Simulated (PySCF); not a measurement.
# C5H7+: geometry, NMR shifts, spin-spin couplings, electronic excitations and core binding energies

What NMR shifts, spin-spin couplings, electronic excitations and core binding energies should C5H7+ (`C1=CCC[CH+]1`) show?

The runs use PySCF 2.14.0, with density-fitted response routines of our own; the level of theory stands in each step. All values are computed, except where a source is named. Atoms count from 0, in the outputs and in this text.

## (1) Starting geometry

12 atoms, charge 1, multiplicity 1; geometry from: GFN2-xTB. The atoms were then displaced at random by about 0.03 Å, so the start is not that level's minimum.

Bonds of the start (Å): C0–C1 1.48, C1–C2 1.48, C2–C3 1.61, C3–C4 1.35, C4–C0 1.32, C0–H5 1.08, C1–H6 1.07, C2–H7 1.05, C2–H8 1.00, C3–H9 1.16, C3–H10 1.11, C4–H11 1.09.

## (2) Geometry optimisation at PBE0-D3(BJ)/def2-SVP

Job settings and geometry (Å):

```
{"job": {"xc": "PBE0", "basis": "def2-SVP", "d3": "d3bj", "grid": 1, "shake": 0.03, "kind": "geom"}, "charge": 1, "multiplicity": 1}
C      1.196960     0.735730    -0.083400
C     -0.190970     1.238330    -0.160940
C     -1.165840     0.133650    -0.050210
C     -0.115890    -1.079140     0.116050
C      1.132690    -0.580500     0.038630
H      1.996620     1.451000    -0.177860
H     -0.455810     2.271200    -0.280300
H     -1.739680     0.309880     0.806850
H     -1.781380     0.104680    -0.832570
H     -0.399480    -1.649920     1.085120
H     -0.401230    -1.846600    -0.629500
H      2.041880    -1.172430     0.167070
```

On the command line:

```console
OMP_NUM_THREADS=1 python probes_run.py task.json out
```

This one command runs all jobs of the session in turn.

**Question.** This job is followed by: GIAO PBE0/pcSseg-1 NMR shielding, non-relativistic, gas phase; B3LYP/pcJ-1 indirect spin-spin coupling, non-relativistic, gas phase; TDDFT CAM-B3LYP/def2-SVPD, vertical, gas phase, core orbitals frozen in the response; GIAO wB97X-D/pcSseg-2 NMR shielding, non-relativistic, gas phase; delta-SCF UKS SCAN, pcX-2 on the ionised atom, pcseg-1 elsewhere, spin-free X2C. Predict these results of the whole session: point group; rotational constants (main isotopes); 13C shifts against TMS (PBE0/pcSseg-1, means over atoms taken as alike); 1H shifts against TMS (PBE0/pcSseg-1, means over atoms taken as alike); largest coupling of the table (B3LYP/pcJ-1); lowest singlet (CAM-B3LYP/def2-SVPD); brightest single state of those computed; lowest triplet; vertical ionisation energy (ΔSCF); vertical electron affinity (ΔSCF); C1s binding energies, SCAN/pcX-2 (standing for 3 of 5 atoms); range of the shift of C1.

**Answer**, as computed:

| quantity | value |
| --- | --- |
| point group | C2v |
| rotational constants (main isotopes) | 8.09, 7.69, 4.14 GHz |
| 13C shifts against TMS (PBE0/pcSseg-1, means over atoms taken as alike) | 248.3, 154.8, 54.7 ppm |
| 1H shifts against TMS (PBE0/pcSseg-1, means over atoms taken as alike) | 10.92, 8.62, 4.24 ppm |
| largest coupling of the table (B3LYP/pcJ-1) | 1J(C,H) C0–H5, 198.7 Hz |
| lowest singlet (CAM-B3LYP/def2-SVPD) | 5.27 eV (235 nm), f = 0.200 |
| brightest single state of those computed | state 7, 9.15 eV, f = 0.286 |
| lowest triplet | 3.06 eV |
| vertical ionisation energy (ΔSCF) | 16.73 eV |
| vertical electron affinity (ΔSCF) | 6.84 eV |
| C1s binding energies, SCAN/pcX-2 (standing for 3 of 5 atoms) | C2 296.90, C0 296.82 eV |
| range of the shift of C1 | 248.3 to 258.8 ppm |

What this shows: The start was shaken at random, so part of the energy gained undoes that. Relaxing lowered the energy by 1.203 eV in 7 steps; the close pair that moved most is C3–C4, from 1.347 to 1.465 Å. At PBE0/pcSseg-1: The largest span, 342 ppm, is at C1, C4, where the paramagnetic term is -320 ppm. In the run at B3LYP/pcJ-1, the largest coupling of the table is C0–H5, 198.7 Hz, of which the Fermi-contact term gives 198.2 Hz. Couplings across rotatable bonds belong to this one conformer; where others are populated, the observed values are averages. The lowest singlet, at 5.27 eV, is HOMO→LUMO 0.97 and is bright; of the 10 states computed, the strongest absorption comes from state 7 at 9.15 eV. The lowest triplet lies 2.21 eV below the lowest singlet (triplets in Tamm-Dancoff, singlets in full TDDFT). ΔSCF puts the ionisation energy at 16.73 eV, 0.93 eV above −ε(HOMO). The C1s levels computed lie within 0.08 eV of one another, too close to rank. Only 3 of the 5 C atoms are covered by sound results. In ppm, C1 (with its like atoms) moves most: its shift spreads over 10.6 ppm, from 248.3 (PBE0/pcSseg-1) to 258.8 (wB97X-D/pcSseg-2).
